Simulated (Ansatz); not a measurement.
# H7NSi2: the cost of one run

Method: CAM-B3LYP-D4/def2-SVP; program: Ansatz 0.2.0, Gaussian basis.

## 1. The system as given

The start, a first-order saddle point found at PBE0-D4 in triple zeta: 10 atoms, charge 0, spin multiplicity 1.

Atoms are counted from 1 here; the program's logs count them from 0.

Bond lengths: Si1–N2 1.895 Å, Si1–H3 1.618 Å, Si1–H4 1.496 Å, Si1–Si5 2.351 Å, N2–H6 1.014 Å, N2–H7 1.010 Å, Si5–H8 1.493 Å, Si5–H9 1.490 Å, Si5–H10 1.490 Å. Angles: N2–Si1–H3 45.2°, N2–Si1–H4 98.8°, N2–Si1–Si5 109.6°, H3–Si1–H4 107.2°, H3–Si1–Si5 141.5°, H4–Si1–Si5 105.2°, Si1–N2–H6 124.5°, Si1–N2–H7 117.3°, H6–N2–H7 112.0°, Si1–Si5–H8 111.7°, Si1–Si5–H9 110.2°, Si1–Si5–H10 110.8°, H8–Si5–H9 107.4°, H8–Si5–H10 108.6°, H9–Si5–H10 107.9°.

Coordinates:

```xyz
10

Si   -0.6373   -0.7873    0.1224
N     1.1774   -1.3221    0.0204
H     0.1358   -2.1055   -0.4104
H    -0.8434   -0.9590    1.5944
Si   -0.8009    1.5278   -0.2557
H     1.7997   -1.3973    0.8175
H     1.6768   -1.1065   -0.8308
H     0.1044    2.3005    0.6460
H    -0.4147    1.8489   -1.6587
H    -2.1978    2.0004   -0.0451
```

## 2. Dynamics

Input file md/in.yaml:

```yaml
crystal:
  periodic: [false, false, false]
  atoms:
    - {symbol: Si, position_ang: [-0.637308, -0.787311, 0.122394]}
    - {symbol: N, position_ang: [1.177389, -1.322056, 0.020443]}
    - {symbol: H, position_ang: [0.135776, -2.105475, -0.410446]}
    - {symbol: H, position_ang: [-0.843412, -0.958968, 1.594400]}
    - {symbol: Si, position_ang: [-0.800904, 1.527757, -0.255695]}
    - {symbol: H, position_ang: [1.799714, -1.397297, 0.817466]}
    - {symbol: H, position_ang: [1.676771, -1.106550, -0.830820]}
    - {symbol: H, position_ang: [0.104444, 2.300521, 0.645979]}
    - {symbol: H, position_ang: [-0.414669, 1.848946, -1.658662]}
    - {symbol: H, position_ang: [-2.197801, 2.000434, -0.045059]}
basis:
  gaussian: {orbitals: def2-SVP}
hamiltonian: {xc: {name: CAM-B3LYP}, dispersion: d4}
md: {n_steps: 30, timestep: 0.75, temperature: 200, ensemble: nvt_nose_hoover, seed: 865, initial_velocities: maxwell_boltzmann}
```

The run is started by

```sh
> ansatz run in.yaml --threads 2 --pin off --events-out ev --progress --plain --max-ram 4352MiB
```

**Question.** How long does this run take on 2 threads of AMD EPYC 7R43, shared host?

About 77 s.
